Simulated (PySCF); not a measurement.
Level of theory: B3LYP-D3(BJ)/def2-TZVP in PySCF. Gas-phase values, no solvent. One relaxed conformer stands for a flexible species; it need not be the lowest. B3LYP has the VWN-RPA correlation part, as in Gaussian. Delta-SCF ions had no search for a lower state. 

Reference species (SMILES): `[OH][Al]([OH])[OH]` (neutral, multiplicity 1).

The vertical ionisation energy (Delta-SCF) comes out as 11.27 eV and the HOMO–LUMO gap is 7.93 eV.

Changed species: `[Cl][Al]([Cl])[Cl]` (0 of 3 Cl replaced by OH; the reference has 3 of 3 Cl replaced by OH).

Task: What does the change do to the vertical ionisation energy (Delta-SCF) and HOMO–LUMO gap?

Result: the vertical ionisation energy (Delta-SCF) rises by 0.03 eV, to 11.30 eV; the HOMO–LUMO gap falls by 0.44 eV, to 7.49 eV.
